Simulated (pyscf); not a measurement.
Optimised with ωB97X-D3(BJ)/def2-SVP in PySCF. MP2 and CC: frozen core, UHF for open shells. ΔMP2 is the change of the MP2 total energy from the triple- to the quadruple-zeta basis.

Problem. How much does it cost (ΔH, 298 K, CCSD(T)/def2-TZVPP + ΔMP2(QZVPP)) to split `[CH2]=[CH][GaH][F]` at its C–Ga bond into •HC=CH₂ + [F–GaH]•?

Solution. C–Ga to •HC=CH₂ + [F–GaH]•: 87.1 kcal/mol. The radicals are drawn with the spin at the cut bond; how far it spreads was not checked. Other isomers of •HC=CH₂ were not searched in full and may lie lower. The CCSD(T) − MP2 part came from Ansatz, without density fitting, on the same reference. A UHF reference is spin-contaminated (<S²> up to 0.96), which harms MP2 most. The frozen core leaves the outer d or s,p core shells of the metals and heavy elements correlated in the MP2 and CC values, and def2-TZVPP describes them poorly, which can shift differences by a few kcal/mol. Elements up to Kr have no core potential and no relativistic terms here.
